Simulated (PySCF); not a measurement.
TPSS single point of singlet [LiF2]- at its PBE0 minimum.

Input, equivalent to the run apart from its starting density:

```python
from pyscf import gto, scf, dft
mol = gto.M(atom='''
Li     0.000000    -0.000000    -0.000000
F     -0.000000     0.000000     1.687816
F      0.000000    -0.000000    -1.687816''',
    basis={'Li': 'def2-TZVPD', 'F': 'def2-TZVPD'},
    charge=-1, spin=0)
mf = dft.RKS(mol, xc='TPSS')
mf.grids.atom_grid = (90, 434)
aux = {'Li': 'def2-universal-JKFIT', 'F': 'def2-universal-JKFIT'}
mf = mf.density_fit(auxbasis=aux)
mf.conv_tol = 1e-08
mf.diis_space = 10
mf.max_cycle = 60
mf.verbose = 4
mf.kernel()
```

Excerpt of the output:

```
init E= -207.483702526101
  HOMO = -0.0355605125438344  LUMO = 0.134707852434785  gap/eV = 4.63324
cycle= 1 E= -207.484459739946  delta_E= -0.000757  |g|= 0.0497  |ddm|= 0.159
  HOMO = -0.0575067897011569  LUMO = 0.131902412690197  gap/eV = 5.15409
cycle= 2 E= -207.482440792242  delta_E= 0.00202  |g|= 0.128  |ddm|= 0.0773
  HOMO = -0.0462615064726509  LUMO = 0.132519560921141  gap/eV = 4.86488
cycle= 3 E= -207.484945754557  delta_E= -0.0025  |g|= 0.0109  |ddm|= 0.046
  HOMO = -0.0446884102124108  LUMO = 0.132712326823618  gap/eV = 4.82732
cycle= 4 E= -207.484967281011  delta_E= -2.15e-05  |g|= 4.81e-05  |ddm|= 0.00525
  HOMO = -0.0446790304603364  LUMO = 0.132710132060254  gap/eV = 4.82700
cycle= 5 E= -207.484967281343  delta_E= -3.32e-10  |g|= 2.02e-05  |ddm|= 4.86e-05
  HOMO = -0.0446862557244421  LUMO = 0.132709050399623  gap/eV = 4.82717
Extra cycle  E= -207.484967281171  delta_E= 1.72e-10  |g|= 3.98e-05  |ddm|= 2.57e-05
converged SCF energy = -207.484967281171
```

The lowest empty level of this anion is unbound, so it and the gap depend on the basis.

This run, together with those of the ionised and electron-attached species (not shown), took 62 s on 2 threads of a shared Intel Xeon Platinum 8259CL @ 2.50GHz (Skylake/Cascade Lake) host, with 97 basis functions; the process peaked at 0.91 GiB. Launch command: `OMP_NUM_THREADS=2 python axn.py task.json out`.
